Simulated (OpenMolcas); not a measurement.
**One shape, several levels: BH2F (SMILES [H]B([H])F)**

Aim: a comparison of 3 runs (MP2/STO-3G, CISD/STO-3G, CCSD(T)/STO-3G) of BH2F. 

The calculation is run with OpenMolcas 26.06.

## Step 1: Starting point

BH2F: 4 atoms, total charge 0, spin state singlet. As SMILES, `[H]B([H])F`. The B1–F4 distance was set to 1.959 Å, away from the relaxed value.

Bond lengths: B1–H2 1.171 Å, B1–H3 1.171 Å. Angles: H2–B1–H3 125.4°. A long bond or contact: B1–F4 1.959 Å.

## Step 2: A single-point energy at MP2/STO-3G (run 1)

File run.input:

```
&GATEWAY
 BasLib=$CurrDir
 Coord
 4
 angstrom
 B        0.370062       0.606511      -0.000715
 H        1.538492       0.523341       0.014315
 H       -0.238198       1.607491      -0.020765
 F       -0.650140      -1.065400       0.003230
 Basis=STO-3G
 Group=NoSym

&SEWARD

&SCF
 Thresholds=1e-10 1e-07 1e-07 1e-05
 PrOrbitals=1 1

&MBPT2
 Frozen=2
```

The basis set STO-3G is read from a file made from the Basis Set Exchange's data (not shown).

Started as:

```console
$ export MOLCAS_MEM=1860
$ pymolcas run.input > run.log
```

Standard output:

```text
--- Start Module: gateway ---
[...]
--- Stop Module: gateway /rc=_RC_ALL_IS_WELL_ ---
[...]
      Basis functions           12
[...]
--- Start Module: scf ---
[...]
       Convergence after  15 Iterations
[...]
::    Total SCF energy                               -123.4121970917
[...]
      Total spin, S                                     0.0000000000
[...]
      Total electronic charge=   16.000000
      Total            charge=   -0.000000
[...]
      Dipole Moment (debye):
      Origin of the operator (angstrom)=   -0.2176   -0.3565    0.0015
                   X=  8.5946E-01               Y=  1.4086E+00               Z= -6.4400E-04           Total=  1.6501E+00
      Quadrupole Moment (debye*angstrom):
[...]
--- Stop Module: scf /rc=_RC_ALL_IS_WELL_ ---
--- Start Module: mbpt2 ---
[...]
WARNING!
Default frozen orbitals as non valence orbitals is overwritten by user input.
Default values:   2
[...]
       Reference weight ( Cref**2 )         =        0.95505
::    Total MBPT2 energy                             -123.4869989610
[...]
      Total MBPT2 calculations                           0.02      0.02
--- Stop Module: mbpt2 /rc=_RC_ALL_IS_WELL_ ---
[...]
```

It took 1.2 s on 1 thread of Intel Xeon 6975P-C (Granite Rapids), shared host; peak memory 0.37 GiB.

## Step 3: A single-point energy at CISD/STO-3G (run 2)

File run.inp:

```
* BFH2 CISD
>>> EXPORT MOLCAS_PRINT=2
&GATEWAY
BasLib
$CurrDir
Coord
4
angstrom
B        0.370062       0.606511      -0.000715
H        1.538492       0.523341       0.014315
H       -0.238198       1.607491      -0.020765
F       -0.650140      -1.065400       0.003230
Basis
STO-3G
Group
NoSym
&SEWARD
&SCF
Thresholds
1e-10 1e-07 1e-07 1e-05
PrOrbitals
1 1
&MOTRA
Frozen
2
&GUGA
Electrons
12
Spin
1
Inactive
6
Active
0
CIAll
1
&CPF
SDCI
```

The basis set STO-3G is read from a file made from the Basis Set Exchange's data (not shown).

Started as:

```console
$ export MOLCAS_MEM=1860
$ pymolcas run.inp > run.log
```

Standard output:

```text
--- Start Module: gateway ---
[...]
--- Stop Module: gateway /rc=_RC_ALL_IS_WELL_ ---
[...]
      Basis functions           12
[...]
       Convergence after  15 Iterations
[...]
::    Total SCF energy                               -123.4121970917
[...]
      Total spin, S                                     0.0000000000
[...]
      *** WARNING: Default frozen orbitals is overwritten by user input.
      *** Default values:   2
[...]
--- Start Module: guga ---
[...]
--- Stop Module: guga /rc=_RC_ALL_IS_WELL_ ---
--- Start Module: cpf ---
[...]
      Active orbitals                            0       0
[...]
      Spin quantum number                      0.0
[...]
     FINAL CI ENERGY          -123.52235006
     FINAL CORRELATION ENERGY   -0.11015297  REFERENCE ENERGY    -123.41219709
[...]
     REL. CI ENERGY           -123.52235006
[...]
      Total electronic charge=   16.000000
      Total            charge=   -0.000000
[...]
      Dipole Moment (debye):
      Origin of the operator (angstrom)=   -0.2176   -0.3565    0.0015
                   X=  3.0151E-01               Y=  4.9423E-01               Z=  7.8299E-04           Total=  5.7894E-01
      Quadrupole Moment (debye*angstrom):
[...]
--- Stop Module: cpf /rc=_RC_ALL_IS_WELL_ ---
[...]
```

Wall time 1.4 s (1 thread of Intel Xeon 6975P-C (Granite Rapids), shared host); peak memory 0.37 GiB.

## Step 4: The energy at CCSD(T)/STO-3G (Cholesky decomposition) (run 3)

File run.inp:

```
>>> EXPORT MOLCAS_PRINT=2

&GATEWAY
  BasLib=$CurrDir
  Coord
  4
  angstrom
  B        0.370062       0.606511      -0.000715
  H        1.538492       0.523341       0.014315
  H       -0.238198       1.607491      -0.020765
  F       -0.650140      -1.065400       0.003230
  Basis=STO-3G
  Group=NoSym

&SEWARD
  High

&SCF
  Thresholds=1e-10 1e-07 1e-07 1e-05
  PrOrbitals=1 1

&CHCC
  Frozen=2
  Threshold=1e-08
  MaxIterations=80

&CHT3
  Frozen=2
```

The basis set STO-3G is read from a file made from the Basis Set Exchange's data (not shown).

Started as:

```console
$ export MOLCAS_MEM=1860
$ pymolcas run.inp > run.log
```

Standard output:

```text
--- Start Module: gateway ---
[...]
--- Stop Module: gateway /rc=_RC_ALL_IS_WELL_ ---
[...]
      Basis functions           12
[...]
       Convergence after  14 Iterations
[...]
::    Total SCF energy                               -123.4121970752
[...]
      Total spin, S                                     0.0000000000
[...]
      Total electronic charge=   16.000000
      Total            charge=   -0.000000
[...]
      Dipole Moment (debye):
      Origin of the operator (angstrom)=   -0.2176   -0.3565    0.0015
                   X=  8.5946E-01               Y=  1.4086E+00               Z= -6.4401E-04           Total=  1.6501E+00
      Quadrupole Moment (debye*angstrom):
[...]
--- Start Module: chcc ---
[...]
--- Stop Module: chcc /rc=_RC_ALL_IS_WELL_ ---
--- Start Module: cht3 ---
[...]
--- Stop Module: cht3 /rc=_RC_ALL_IS_WELL_ ---
[...]
```

Run time: 1.7 s. Hardware: 1 thread of Intel Xeon 6975P-C (Granite Rapids), shared host; peak memory 0.15 GiB.

## Step 5: Overview of the runs

| run | level | integral approximation | cc max iter | energy (Eh) | dipole moment (D) of the reference | HOMO energy (eV) | LUMO energy (eV) | wall time |
| --- | --- | --- | --- | --- | --- | --- | --- | --- |
| 1 | MP2/STO-3G | none | – | -123.486999 | 1.65 | -9.39 | 5.81 | 1.2 s |
| 2 | CISD/STO-3G | none | – | -123.522350 | 1.65 | -9.39 | 5.81 | 1.4 s |
| 3 | CCSD(T)/STO-3G (Cholesky decomposition) | CD high | 80 | -123.528022 | 1.65 | -9.39 | 5.81 | 1.7 s |

## Step 6: Results

```
                                          quantity          value
                               run 3: total energy  -123.52802 Eh
         run 3: dipole moment (mean-field density)         1.65 D
        run 3: HOMO energy (Hartree–Fock orbitals)       -9.39 eV
        run 3: LUMO energy (Hartree–Fock orbitals)        5.81 eV
      run 3: HOMO–LUMO gap (Hartree–Fock orbitals)       15.20 eV
run 3: correlation energy (2 core orbitals frozen)     -115.8 mEh
                             run 3: (T) correction      -3.16 mEh
```

In runs 1, 2, 3 the basis is minimal, so the values are rough. All runs together took 4.4 s, the longest 1.7 s.
